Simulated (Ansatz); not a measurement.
Al(NH2Me)H3 (CH₈AlN). The state is a singlet with charge 0. Geometry r2SCAN-D4/def2-TZVP.

```xyz
11

Al    0.363   -0.438    1.511
N    -0.491   -0.374   -0.345
C     0.029    0.718   -1.201
H    -1.497   -0.279   -0.232
H    -0.341   -1.273   -0.798
H    -0.443    0.729   -2.185
H    -0.151    1.665   -0.695
H     1.105    0.586   -1.309
H    -0.050    1.018    2.041
H     1.895   -0.654    1.088
H    -0.418   -1.697    2.125
```

LC-ωPBE has ω = 0.4 bohr⁻¹. B3LYP takes the VWN-RPA correlation.

Problem. Estimate the orbital energies around the gap (eV) in Ansatz with HF/6-31G, PBE-D4/def2-TZVPD, r2SCAN-D4/def2-TZVPD, B3LYP-D4/def2-TZVP, LC-ωPBE/def2-TZVP.

Solution. 
```csv
orbital,HF/6-31G,PBE-D4/def2-TZVPD,r2SCAN-D4/def2-TZVPD,B3LYP-D4/def2-TZVP,LC-ωPBE/def2-TZVP
HOMO−9,-34.39,-23.89,-25.08,-26.08,-29.90
HOMO−8,-26.21,-17.74,-18.61,-19.58,-23.37
HOMO−7,-20.25,-13.97,-14.45,-15.43,-18.86
HOMO−6,-18.70,-12.58,-13.03,-13.98,-17.44
HOMO−5,-17.24,-11.65,-12.04,-12.98,-16.34
HOMO−4,-15.62,-10.21,-10.58,-11.54,-14.70
HOMO−3,-15.06,-9.57,-9.91,-10.87,-14.24
HOMO−2,-12.64,-7.72,-8.04,-8.90,-12.05
HOMO−1,-10.37,-6.14,-6.43,-7.19,-10.20
HOMO,-10.37,-6.14,-6.43,-7.19,-10.20
LUMO,3.14,-1.22,-0.55,-0.41,1.96
LUMO+1,4.77,-0.13,0.68,1.01,3.35
LUMO+2,4.89,0.26,1.07,1.20,3.45
LUMO+3,5.38,0.38,1.11,1.26,3.50
LUMO+4,7.26,0.51,1.37,2.15,4.49
LUMO+5,7.32,0.90,1.72,2.37,4.66
```
